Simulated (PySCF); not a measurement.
# Basis set benchmark on one molecule

Molecule: `CC(Cl)(Cl)Cl`, C2H3Cl3.

Atoms are numbered as in `[CH3:1][C:2]([Cl:3])([Cl:4])[Cl:5]` (H(Xn): hydrogen on atom n).

Geometry PBE0-D3(BJ)/def2-SVP throughout; GIAO in PySCF, gas phase, one conformer, non-relativistic; equivalent atoms averaged; functional PBE0.

Reference values (measured; solution; Abraham, Mobli, Modelling 1H NMR Spectra of Organic Compounds (2008), ch. 1): δ(H(C1)) = 2.75 ppm. Computed shifts are taken against TMS, calculated as an isolated molecule at each level.

How do the basis sets STO-3G, 6-31G, pcSseg-0, 6-31G*, def2-SVP, cc-pVDZ, pcSseg-1, aug-cc-pVDZ, 6-311+G(2d,p), def2-TZVP, cc-pVTZ, IGLO-III, pcSseg-2 perform against the reference? Times are CPU seconds on shared hosts with different chips, so compare them loosely.

Answers


```tsv
basis set	functions	H(C1)	abs. error H	core-s
STO-3G	40	2.16	0.59	2.8
6-31G	63	2.66	0.09	5.8
pcSseg-0	63	2.74	0.01	4.2
6-31G*	88	2.36	0.39	7.5
def2-SVP	97	2.18	0.57	8
cc-pVDZ	97	2.22	0.53	7.6
pcSseg-1	121	2.41	0.34	13
aug-cc-pVDZ	154	2.69	0.06	14
6-311+G(2d,p)	177	2.64	0.11	18
def2-TZVP	191	2.51	0.24	22
cc-pVTZ	204	2.48	0.27	21
IGLO-III	232	2.53	0.22	24
pcSseg-2	243	2.39	0.36	21
```

For ¹H the closest is pcSseg-0 (0.01 ppm) and the furthest STO-3G (0.59 ppm). Where a smaller basis beats a larger one, errors probably cancel; the largest sets show where the functional converges. One molecule is a small sample, and vibrational and solvent effects are absent from the calculation.

A small basis that lands close on one nucleus may do so by chance; judge by the trend and by all nuclei.
